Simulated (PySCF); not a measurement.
# ClH6 at several levels of theory

All levels use the PBE0 minimum (doublet; Cl–H 1.465 Å (×6); H–Cl–H 90.0° (×12), H–Cl–H 180.0° (×3)), basis [Cl def2-TZVP, H def2-TZVP], no relativity, density fitting, no spin–orbit coupling, PySCF. For vertical energies the ionised species is a singlet (spins chosen at PBE0 and kept) and the electron-attached one a singlet. Atomisation goes to high-spin ground-configuration atoms, without zero-point energy. Open shells are unrestricted, also as the reference of the correlated levels. A dash marks a value that was not computed or is not defined at that level.

```xyz
7
charge 0 multiplicity 2, angstrom
Cl    0.0000    0.0000    0.0000
H     0.0000    0.0000    1.4651
H     0.0000    0.0000   -1.4651
H     1.4651    0.0000    0.0000
H     0.0000    1.4651    0.0000
H    -1.4651    0.0000    0.0000
H     0.0000   -1.4651    0.0000
```

```tsv
level	atomisation (kJ/mol)	vertical IP (eV)	vertical EA (eV)	−ε(HOMO) (eV)
PBE0	476	6.94	0.81	4.87
HF	-128	5.99	-0.23	6.41
MP2	310	6.79	0.90	–
PBE	552	7.06	0.91	4.15
CCSD(T)	367	6.73	0.83	–
r2SCAN	525	7.06	0.88	4.30
B3LYP	506	7.14	0.98	4.85
TPSSh	540	6.92	0.78	4.43
LDA	799	7.18	1.12	4.30
BHandHLYP	404	6.86	0.72	5.57
```

For ClH₆ itself CCSD(T) correlates 13 electrons; T1 = 0.012, D1 = 0.026, (T) = -43 kJ/mol.

(1) Which levels differ least and most from CCSD(T) in the atomisation?

Results:

(1) Least: BHandHLYP (+37 kJ/mol); most: HF (-495 kJ/mol). CCSD(T) atomisation energies in a triple-zeta basis lie tens of kJ/mol low, so this is no ranking by accuracy.

Without diffuse functions attachment energies tend to come out too low.
